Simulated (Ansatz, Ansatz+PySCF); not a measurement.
| atom | x (Å) | y (Å) | z (Å) |
| --- | --- | --- | --- |
| C | 0.0000 | -0.0273 | -0.5970 |
| O | 0.0000 | -0.0604 | 0.6881 |
| H | 0.0000 | -0.9832 | -0.9301 |
| H | -0.8233 | 0.4285 | -0.9891 |
| H | 0.8233 | 0.4285 | -0.9891 |
| H | 0.0000 | 0.7728 | 0.9856 |

RHF-MP2 on singlet CH₄O was run in several spherical basis sets with Ansatz (development build ahead of 0.2.0). Frozen core: 2 orbitals. Caution for RHF-MP2: no unrestricted run beside it, a lower state can exist.

Q: Rank the basis sets by the total energy that they give, lowest first, with the distance from the lowest.
A. 6-31G(d)
B. def2-TZVP
C. cc-pVDZ
D. cc-pVTZ
E. def2-SVP

A: D (0.00 eV), B (0.31 eV), C (3.72 eV), A (4.94 eV), E (6.26 eV).

Totals follow the description of the cores as much as that of the bonds, so this order isn't one of quality for chemistry.
